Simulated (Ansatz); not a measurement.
Process, species as SMILES: C(F)(F)(F)F → F[C](F)F + F atom
B3LYP-D3(BJ)/def2-TZVP geometries, fixed; electronic energies without zero-point terms.
Largest species:
```xyz
5

C      0.0000     0.0000     0.0000
F      0.7629     0.7657     0.7682
F     -0.7843    -0.7493     0.7628
F     -0.7467     0.7653    -0.7843
F      0.7680    -0.7817    -0.7466
```
Charge 0, spin multiplicity 1.

How fast the bond dissociation energy converges with the basis for several methods (Ansatz, a first-principles code): deviation from each method's own reference, in kcal/mol. References: B2PLYP 128.48 kcal/mol, the value in aug-cc-pVQZ; CCSD(T) 133.12 kcal/mol, Hartree-Fock in cc-pVQZ plus the correlation part extrapolated as X^-3 from cc-pVTZ and cc-pVQZ; HF 89.91 kcal/mol, the value in aug-cc-pVQZ; MP2 140.44 kcal/mol, Hartree-Fock in aug-cc-pVQZ plus the correlation part extrapolated as X^-3 from aug-cc-pVTZ and aug-cc-pVQZ; PBE 131.37 kcal/mol, the value in aug-cc-pVQZ; PBE0 127.83 kcal/mol, the value in aug-cc-pVQZ. Cartesian d functions, on some or all atoms, in 6-31G**; all else is spherical. In correlated methods cores are frozen. Open shells are unrestricted. No added dispersion term, no relativity. 

| basis | functions | B2PLYP | CCSD(T) | HF | MP2 | PBE | PBE0 |
|---|---|---|---|---|---|---|---|
| 6-31G | 45 | -18.86 | -31.74 | -20.54 | -34.77 | -8.99 | -12.97 |
| cc-pVDZ | 70 | -0.63 | -8.50 | -1.05 | -9.50 | 4.34 | 2.39 |
| pcseg-1 | 70 | -2.52 | -9.69 | -2.16 | -10.31 | 1.58 | 0.19 |
| 6-31G** | 75 | 3.17 | -3.63 | 2.71 | -4.72 | 7.32 | 5.44 |
| 6-311G** | 90 | -1.25 | -7.64 | -0.68 | -8.70 | 2.64 | 1.35 |
| aug-pcseg-1 | 115 | -0.91 | -4.80 | 2.44 | -5.64 | 0.66 | 1.19 |
| 6-311++G(2d,2p) | 135 | -2.97 | -7.50 | -2.00 | -7.97 | -1.14 | -1.32 |
| 6-311++G(3df,3pd) | 195 | 0.57 | -1.70 | 1.50 | -2.02 | 1.03 | 1.18 |

Mean absolute deviation over 6-311G**, 6-311++G(2d,2p), 6-311++G(3df,3pd): PBE0 1.28, HF 1.39, B2PLYP 1.60, PBE 1.60, CCSD(T) 5.61, MP2 6.23 kcal/mol.
